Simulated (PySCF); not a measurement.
Molecule: `C/C=C/F`, C₃H₅F.

Geometry:
```json
{"atom": "C1", "x (Å)": "-1.071", "y (Å)": "-0.094", "z (Å)": "0.445"}
{"atom": "C2", "x (Å)": "0.239", "y (Å)": "0.479", "z (Å)": "0.017"}
{"atom": "C3", "x (Å)": "1.195", "y (Å)": "-0.224", "z (Å)": "-0.581"}
{"atom": "F4", "x (Å)": "2.357", "y (Å)": "0.313", "z (Å)": "-0.949"}
{"atom": "H5", "x (Å)": "-1.149", "y (Å)": "-1.164", "z (Å)": "0.199"}
{"atom": "H6", "x (Å)": "-1.220", "y (Å)": "0.014", "z (Å)": "1.532"}
{"atom": "H7", "x (Å)": "-1.913", "y (Å)": "0.425", "z (Å)": "-0.043"}
{"atom": "H8", "x (Å)": "0.435", "y (Å)": "1.540", "z (Å)": "0.204"}
{"atom": "H9", "x (Å)": "1.127", "y (Å)": "-1.290", "z (Å)": "-0.825"}
```

Spin–spin couplings on one PBE0-D3(BJ)/def2-SVP geometry, PySCF 2.14, gas phase, non-relativistic, equivalent pairs averaged; isotopes $^{13}$C, $^{19}$F, $^{1}$H; functional B3LYP.

Question: How do the couplings (Hz) change with the basis set? Times are CPU seconds on shared hosts with different chips, so compare them loosely. Far from the basis limit: 6-31G*, pcJ-0, def2-TZVP, cc-pVTZ.

Answer: 
```
    basis set  functions  $^{1}J$(C3,F4)  $^{1}J$(C3,H9)  $^{1}J$(C2,H8)  $^{1}J$(C1,H5)  $^{1}J$(C2,C3)  $^{1}J$(C1,C2)  $^{2}J$(F4,H9)  core-s
       6-31G*         66          -237.6           193.3           163.0           143.1           106.4            61.6            72.6      10
        pcJ-0         67          -422.8           178.6           143.2           114.9            72.6            38.7            56.6     4.6
    def2-TZVP        154          -363.3           193.2           153.7           126.4            97.3            49.2            87.2      27
        pcJ-1        158          -335.3           200.9           160.7           134.2            98.2            50.9            90.1     9.8
      cc-pVTZ        190          -329.7           181.6           146.1           118.3           110.9            38.9            77.0      35
aug-cc-pVTZ-J        284          -341.8           206.0           162.4           135.1            94.9            48.6            95.8      36
        pcJ-2        324          -337.0           203.3           160.7           133.6            93.4            48.0            94.5      48
```

The Fermi-contact term samples the wavefunction at the nucleus, which is why sets with added tight s functions (names with J) are made for couplings.
